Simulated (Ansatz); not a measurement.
Species: CH$_{2}$Cl (charge -1, singlet). It need not be the lowest isomer of its formula. Whether it binds its extra electron was not tested at this geometry. 
Structure (B3LYP-D3(BJ)/def2-TZVP (Ansatz, a program for electronic structure) minimum search):
```
C
H 1 1.1089
H 1 1.1089 2 102.31
Cl 1 1.9808 2 97.53 3 -99.45
```
Charge -1, spin multiplicity 1.

Basis-set convergence of Hartree-Fock and MP2 correlation energies (hartree) with Ansatz. Correlated levels leave the core frozen unless marked. Spin-orbit coupling is left out. No relativistic terms. This anion needs diffuse functions, which these sets lack.

```csv
basis,functions,E(HF),"E(corr, MP2)"
cc-pV(D+d)Z,47,-498.45723,-0.28230
cc-pV(T+d)Z,97,-498.48915,-0.37486
cc-pV(Q+d)Z,179,___,___
```

Question: Complete the blanks.

Answer: 
- cc-pV(Q+d)Z, E(HF): -498.49821
- cc-pV(Q+d)Z, E(corr, MP2): -0.40891
